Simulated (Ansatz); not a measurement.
**Tin, alpha-Sn (diamond): convergence with cold smearing**

Computed with Ansatz, PBE, scalar-relativistic PAW, on the relaxed cell (a = 6.658 Å; spin not included). Errors count from a run at 420 eV on a Γ-centred 14×14×14 mesh with Fermi-Dirac smearing of 0.1 eV, extrapolated to zero width. Fixed here: cutoff 420 eV, mesh 8×8×8. The SCF starts from atomic densities corrected by a trained network.

| width (eV) | E(σ→0) error (meV/atom) | F error (meV/atom) | P (GPa) | SCF iterations |
| --- | --- | --- | --- | --- |
| 0.01 | 4.6 | 4.7 | -0.09 | 6 |
| 0.1 | 4.8 | 4.8 | -0.05 | 6 |
| 0.2 | 4.8 | 4.5 | -0.01 | 7 |
| 0.3 | 4.1 | 4.4 | -0.02 | 7 |
| 0.6 | 0.1 | 12.7 | -0.19 | 6 |
| 1.0 | 8.9 | 54.1 | -0.46 | 8 |

Problem. What does the run at 0.03 give (width)?

Solution. E(σ→0) error (meV/atom): 4.7; F error (meV/atom): 4.7; P (GPa): -0.07; SCF iterations: 5.
